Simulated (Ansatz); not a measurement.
Saddle point of CH$_{6}$B, doublet (CH₆B ([BH3][CH3]) → BH₂ + CH₄; bonds formed: H1–C3; bonds broken: H1–B2, B2–C3), PBE0-D4/def2-TZVP structure:

H1  (0.150, 0.439, -0.481)
B2  (1.133, -0.134, 0.485)
C3  (-0.846, -0.048, -0.186)
H4  (1.353, 0.900, 1.032)
H5  (1.746, -0.738, -0.336)
H6  (-1.212, 0.245, 0.792)
H7  (-1.439, 0.454, -0.961)
H8  (-0.883, -1.120, -0.345)
(Å)

Energies are electronic, without zero-point energy. Barriers and step energies count from the start structure reached by relaxing down the imaginary mode; all methods use the PBE0-D4 structures, on which another method's saddle can fall below an end. Ansatz 0.2.0; basis: def2-TZVPP, with def2-QZVPP for the basis limit; cores frozen in the correlated methods; orbitals are unrestricted. B3LYP uses VWN-RPA correlation. Extrapolation: Hartree–Fock as exp(−7.88 √X), correlation as X^−2.97.

```csv
method,barrier (eV),step energy (eV)
SPW92,0.608,0.803
PBE-D4,0.497,0.525
BLYP-D4,0.496,0.380
r2SCAN-D4,0.425,0.415
B97M-V,0.495,0.408
PBE0-D4,0.460,0.443
B3LYP-D4,0.474,0.342
r2SCAN0-D4,0.413,0.373
BHLYP-D4,0.431,0.235
CAM-B3LYP-D4,?,0.367
wB97X-V,0.512,0.403
wB97M-V,?,0.407
B2PLYP,0.439,0.302
PBE-QIDH,0.412,0.342
RPA on PBE,0.467,0.288
HF,?,-0.266
MP2,0.361,0.228
CCSD,0.356,0.184
CCSD(T),0.377,0.241
```

(1) Fill in the withheld barriers. (An estimate is asked for; the value comes from the calculation.)

T1 diagnostic: at most 0.014. ⟨S²⟩ of the unrestricted Hartree–Fock references: 0.75 to 0.76 (a pure state has 0.75). The end structure is not quite a true minimum (one mode of 38i cm⁻¹).

## Answers

(1) By the calculation: wB97M-V 0.493; CAM-B3LYP-D4 0.489; HF 0.168 eV. Each is the energy of the saddle less that of the start structure, by the same method.

For comparison, the barrier by CCSD(T) at an estimated basis limit (MP2 extrapolated from triple and quadruple zeta, plus CCSD(T) − MP2 in triple zeta) is 0.388 eV.

Labels in which every atom is bracketed show which atoms are joined, not bond orders.

For scale, one of the runs: CCSD(T)/def2-TZVPP, 146 basis functions (an equivalent command: `ansatz run in.yaml --threads 2`). Time: 31 s of wall clock on 2 CPU threads; the host was shared. Peak host memory: 2.1 GiB.
